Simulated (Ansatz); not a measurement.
Abstraction of H: C3H4 + SiH(NH2)2 → C3H3 + SiH2(NH2)2

Gas-phase species: C3H4 (cyclopropene) `C1=CC1`, singlet; SiH(NH2)2, doublet; C3H3 (cyclopropenyl radical) `[CH]1C=C1`, doublet; SiH2(NH2)2, singlet. A radical takes H: the energy is the difference in strength between the C–H bond broken and the Si–H bond made.

Shapes, held fixed at every level: PBE0-D4/def2-TZVP. Flexible molecules stand in one conformer, not always the lowest. Programs: Ansatz 0.2.0. The zero-point and thermal change to 298 K, harmonic and unscaled (PBE0-D4/def2-TZVP), is -9.9 kJ/mol.

```
               level                   kind  ΔH(298 K) (kJ/mol)  less CCSD(T)/CBS estimate
        MP2/def2-SVP    perturbation theory               +33.7                       +8.3
r2SCAN-D4/def2-TZVPP               meta-GGA               +26.3                       +0.9
 B3LYP-D4/def2-TZVPP          global hybrid               +26.2                       +0.8
  PBE0-D4/def2-TZVPP          global hybrid               +32.2                       +6.8
   B2PLYP/def2-TZVPP          double hybrid               +25.1                       -0.3
    CCSD(T)/def2-SVP  coupled cluster or CI               +30.2                       +4.8
       CCSD/def2-SVP  coupled cluster or CI               +28.1                       +2.7
CCSD(T)/CBS estimate  coupled cluster or CI               +25.4                        0.0
```

The highest level, CCSD(T)/CBS estimate, gives ΔH(298 K) = +25.4 kJ/mol; the levels span +25.1 to +33.7. The column of differences is taken from that level and isn't an error. No measured value is set beside it here. Open shells run unrestricted. The CBS estimate extrapolates MP2 from def2-TZVPP and def2-QZVPP and adds CCSD(T) − MP2 in the triple-zeta set, cores frozen.
